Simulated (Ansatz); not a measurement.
Cost and result for the atomization energy of C₄H₇F, SMILES `CC1(F)CC1` (12 atoms, 12 bonds).

| atom | x (Å) | y (Å) | z (Å) |
| --- | --- | --- | --- |
| C1 | 1.458 | -0.191 | 0.160 |
| C2 | 0.011 | -0.461 | -0.081 |
| F3 | -0.213 | -1.792 | -0.350 |
| C4 | -0.874 | 0.486 | -0.805 |
| C5 | -1.072 | 0.221 | 0.672 |
| H6 | 2.049 | -0.460 | -0.718 |
| H7 | 1.615 | 0.868 | 0.371 |
| H8 | 1.818 | -0.770 | 1.014 |
| H9 | -0.464 | 1.439 | -1.117 |
| H10 | -1.601 | 0.053 | -1.481 |
| H11 | -0.799 | 0.990 | 1.384 |
| H12 | -1.926 | -0.384 | 0.950 |

Total charge 0; spin multiplicity 1. The geometry is a stationary point of PBE0-D4/def2-TZVP. Program: Ansatz. All runs use 4 threads of an AMD EPYC 9R45 on a shared host. Times are those of one run each, without the atoms' runs, and a repeat can differ threefold. Electronic energies, without spin–orbit coupling; frozen cores. CCSD(T)/CBS adds CCSD(T) − MP2 in def2-TZVPP to the MP2 limit, and its time is that of the two runs behind it. T1 = 0.010.

CCSD(T)/CBS is a level of theory with its own doubt, some kJ/mol a heavy atom from the limit and from the frozen cores, so smaller differences don't rank the functionals.

```
                             level  functions  wall time  atomization (kJ/mol)  difference from CCSD(T)/CBS  per bond
            LDA (SPW92)/def2-TZVPP        253      0.5 s                5585.9                        739.8      61.6
               BHLYP-D4/def2-TZVPP        253     0.95 s                4717.1                       -129.0     -10.7
           CAM-B3LYP-D4/def2-TZVPP        253      1.1 s                4881.3                         35.2       2.9
r2SCAN-D4/def2-TZVPP (with forces)        253      1.4 s                4875.6                         29.5       2.5
                  CCSD(T)/def2-SVP        105      1.6 s                4668.2                       -177.9     -14.8
                 B2PLYP/def2-TZVPP        253      1.7 s                4808.4                        -37.7      -3.1
               PBE-QIDH/def2-TZVPP        253      1.8 s                4858.6                         12.5       1.0
                ωB97X-V/def2-TZVPP        253        2 s                4868.5                         22.4       1.9
                 B97M-V/def2-TZVPP        253      2.5 s                4868.4                         22.3       1.9
  ωB97M-V/def2-TZVPP (with forces)        253        3 s                4871.6                         25.5       2.1
                    MP2/def2-QZVPP        495        9 s                4885.3                         39.2       3.3
                CCSD(T)/def2-TZVPP        253       46 s                4739.8                       -106.3      -8.9
                 CCSD(T)/CBS(def2)          –       55 s                4846.1                          0.0       0.0
```

From PBE to PBE0 (25 % exact exchange), in def2-TZVPP and without D4, the atomization energy moves by −75.2 kJ/mol: exact exchange takes away binding that semilocal exchange gives to molecules. Leaving LDA and LC-ωPBE aside and taking each functional with its dispersion term where it has one, the values, not all of them listed here, spread over 264.9 kJ/mol, from BHLYP-D4 to PBE-D4. LDA lies +623.2 kJ/mol from PBE without D4, its usual overbinding. In def2-TZVPP, CCSD(T) changes the Hartree–Fock value by +1134.6 kJ/mol (the triples alone add +66.0 kJ/mol) and MP2 by +1217.7 kJ/mol; breaking electron pairs costs correlation energy, which Hartree–Fock lacks.
